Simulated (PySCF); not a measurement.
C4H3Cl2 (doublet state).
Numbering: `[Cl:1][CH:2][C:3]#[C:4][CH2:5][Cl:6]` (hydrogens: H7 on C2; H8, H9 on C5)

Structure used (GFN2-xTB), in Å, numbered top down from 1:
```
atom  x, y, z in Å
Cl1   -3.0589    1.3160    0.5776
C2    -2.2044    0.0028   -0.0998
C3    -0.8562   -0.0776   -0.0117
C4     0.3545   -0.1358    0.1486
C5     1.7787   -0.1698    0.1637
Cl6    2.4488    0.5791   -1.3672
H7    -2.7995   -0.7360   -0.6073
H8     2.1621   -1.1904    0.1852
H9     2.1885    0.4176    0.9857
```

The hyperfine couplings belong to this conformer and change with its torsions.

Method used: UKS B3LYP, pcH-1 on C Cl H, non-relativistic, mean-field spin-orbit, GIAO (PySCF). Isolated species at its GFN2-xTB geometry, gas phase. A GFN2-xTB geometry isn't a minimum of the functional, and hyperfine couplings can be far from their values at a DFT geometry. No stability test was run, so a lower SCF solution isn't excluded.

Task: The isotropic 35Cl couplings are +24.7, +4.3 MHz. Assign them to Cl1; Cl6.

Result: 
```tsv
site	a_iso (MHz)	ρ(0) (bohr⁻³)	position	distance from C2 (Å)	bound to	spin population there	largest |T| (MHz)
Cl1	+4.3	+0.0098	1 bond from C2	1.71	C2	+0.67	45.3
Cl6	+24.7	+0.0551	2 bonds from C4	4.86	C5	-0.04	29.2
```

Task: Match the computed a_iso(13C) values +69.8, -61.5, +45.1, -3.4 MHz with the sites C2; C3; C4; C5.

Result: 
```csv
site,a_iso (MHz),ρ(0) (bohr⁻³),position,distance from C2 (Å),spin population,largest |T| (MHz)
C2,+69.8,+0.0617,largest spin population,0.00,+0.67,117.3
C3,-61.5,-0.0547,1 bond from C4,1.35,-0.23,21.7
C4,+45.1,+0.0400,a main spin site,2.57,+0.48,73.1
C5,-3.4,-0.0030,1 bond from C4,4.00,-0.04,2.1
```

Task: The isotropic 1H couplings, averaged over equivalent nuclei, are -51.0, +14.3 MHz. Assign them to H7; H8/H9.

Result: 
```
 site  a_iso (MHz)  ρ(0) (bohr⁻³)         position  distance from C2 (Å)  bound to  spin population there  largest |T| (MHz)
   H7        -51.0        -0.0114   1 bond from C2                  1.08        C2                  +0.67               28.1
H8/H9        +14.3        +0.0032  2 bonds from C4                  4.54        C5                  -0.04                5.1
```

ρ(0) is the spin density at the nucleus and T the dipolar tensor; a_iso includes a spin–orbit part; entries for several nuclei are means. Largest spin populations (Mulliken): C2 (+0.67), C4 (+0.48), C3 (-0.23) and Cl1 (+0.08). The angles at C2 add up to 360.0°, so it is planar; its axial dipolar tensor and the negative coupling of its proton fit spin in a p orbital normal to that plane. Main spin sites, with 60 % or more of the largest population: C2, C4; positions count bonds from the nearest.

β density exceeds α density at some nuclei, such as C3 (-0.0547), H7 (-0.0114) and C5 (-0.0030), spin density in bohr⁻³. In a single determinant that takes different orbitals for the two spins, that is spin polarisation.

Class means assume fast exchange of nuclei equivalent by connectivity; if that motion is slow, each nucleus keeps its own coupling. The 1H value of +14.3 MHz is a mean of couplings from 11.2 to 17.5 MHz in this one geometry, not an average over conformers.
